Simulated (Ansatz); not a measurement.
What does this script print? It uses Ansatz 0.2.0 through its Python package.

The script, `methods_c3h3no.py`:
```python
'''One geometry of C3H3NO, method by method.'''

from pathlib import Path
import logging
import sys

import ansatz as az
from ase import Atoms
import numpy as np

logging.basicConfig(stream=sys.stdout, format='%(name)s: %(message)s')
log = logging.getLogger('ansatz_job')
log.setLevel(logging.INFO)

atoms = Atoms(['O', 'C', 'C', 'N', 'C', 'H', 'H', 'H'], positions=[
    (2.3804, -0.5634, -0.1554),
    (1.4104, 0.175, -0.1576),
    (0.0787, -0.3442, 0.0368),
    (-0.6375, -1.3639, 0.2367),
    (-1.2332, 0.1204, 0.1026),
    (1.4671, 1.2638, -0.3032),
    (-1.6453, 0.474, 1.0355),
    (-1.8206, 0.2382, -0.7954),
])
molecule = az.Crystal.molecule_from_ase(atoms)

base = molecule.calculation().basis(gaussian='def2-SVP')

log.info('functional    E (Ha)        dipole (D)   HOMO (eV)  LUMO (eV)')
for name in ['r2scan0', 'lc_wpbe', 'blyp', 'b3lyp', 'r2scan', 'lda']:
    summary = base.functional(name).forces().orbitals().run(threads=1, runs_dir='runs').report
    lines = Path(summary['orbitals_path']).read_text().splitlines()
    field_of = lambda key: [line.split('=')[1].strip() for line in lines if line.startswith(key)]
    orbitals = [(27.211386 * float(e), s, float(n)) for e, s, n in zip(field_of('Ene='), field_of('Spin='), field_of('Occup='))]
    homo = max(e for e, _, n in orbitals if n > 0.5)
    lumo = min(e for e, _, n in orbitals if n < 0.5)
    dipole = 4.803205 * np.linalg.norm(summary['charge_distribution']['dipole_moment_e_ang'])
    log.info(f'{name:10s} {summary["free_energy_ev"] / 27.211386246:14.6f} {dipole:9.3f} {homo:11.3f} {lumo:10.3f}')
```

Output of `python methods_c3h3no.py`:
```text
ansatz_job: functional    E (Ha)        dipole (D)   HOMO (eV)  LUMO (eV)
ansatz_job: r2scan0       -245.622117     3.458      -8.232     -2.977
ansatz_job: lc_wpbe       -245.636248     3.414     -10.716     -0.511
ansatz_job: blyp          -245.735619     2.945      -6.175     -3.768
ansatz_job: b3lyp         -245.800545     3.221      -7.676     -3.147
ansatz_job: r2scan        -245.662118     3.241      -6.727     -3.956
ansatz_job: lda           -243.757024     3.070      -6.443     -4.223
```

The settings weren't tested for convergence. The geometry is a force-field or estimated start, not a minimum of this method, and the basis set is short of its limit. A lower total doesn't mark the better method: functionals have no common bound, and MP2 and coupled cluster aren't variational. b3lyp holds the VWN-RPA fit, as in Gaussian; the form of ORCA and Turbomole is b3lyp5. Levels such as HOMO and LUMO are orbital energies: with these approximate functionals they aren't the ionisation energy and electron affinity, and their gap isn't the fundamental gap. Wall time of the script: 6.5 s on 1 thread of AMD EPYC 9R45 96-Core Processor (Zen 5), with other jobs on the host, peak memory 0.24 GiB.

(Lines on the test bed's own set-up are left out of the output.)
